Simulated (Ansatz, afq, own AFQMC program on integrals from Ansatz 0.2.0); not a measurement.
# F⁻, triplet: AFQMC among the cluster methods

A free F anion.

Basis aug-cc-pVDZ. Noble-gas cores (and the filled d shells of Ga–Kr and In–Xe) are frozen. Ansatz 0.2.0 and our own AFQMC program on the same integrals; the CISD trial comes from CCSD amplitudes, and released means the phaseless constraint is let go. ± is one standard error of the sampling.

Determinant: UHF, the one that the program's search chose, which needn't be the lowest solution.

Full CI is exact in this basis; its frozen core comes from its own orbitals, which moves totals by up to a few meV.

Cautions: another spin lies lower (by 8.96 eV); at this level and basis the anion state lies above a neutral one; the search met a lower determinant of the same kind, perhaps of another symmetry (109 meV lower), and this one is a saddle point; a state of other symmetry lies lower (by 220 meV); full CI with its own frozen core.

* T1 diagnostic: 0.0127
* weight of the determinant in the CISD state: 0.956
* ⟨S²⟩ of the determinant: 2.003
* size of the correlated space: 8 electrons in 22 orbitals

```tsv
level	correlation energy (eV)
MP2	-4.5741
CCSD	-4.9207
CCSD(T)	-5.0084
```

**Question.** Estimate where full CI lies against CCSD(T) in the same basis.

**Answer.** 9.8 meV below CCSD(T).

Reference: full CI, correlation energy -5.018 eV. The released energy is read at 1.62 1/Eh, later times being too noisy (meV from the phaseless value at times in 1/Eh: -1 ± 5 at 0.24, -7 ± 6 at 0.51, -14 ± 5 at 0.99, -2 ± 6 at 1.62, -13 ± 8 at 2.40).

```json
{"level": "CCSD(T)", "E − E(reference) (meV)": "9.8", "share of correlation (%)": "99.80"}
{"level": "CCSDT", "E − E(reference) (meV)": "1.2", "share of correlation (%)": "99.98"}
{"level": "CCSDT(Q)", "E − E(reference) (meV)": "-0.9", "share of correlation (%)": "100.02"}
{"level": "ph-AFQMC/CISD", "E − E(reference) (meV)": "9.8 ± 4.0", "share of correlation (%)": "99.80"}
{"level": "released AFQMC", "E − E(reference) (meV)": "8.1 ± 5.6", "share of correlation (%)": "99.84"}
```

CCSDT and higher add their correlation energy to the determinant of the CCSD(T) run, since their own runs factorise the integrals more tightly (a shift of under 2 meV). A walk keeps the symmetry of its determinant, which the program's search chose and which needn't be the lowest solution, so a lower state of the same spin and another symmetry isn't excluded. Released energies are given only where the last usable release times agree within the noise; a slower fall can still hide under it.
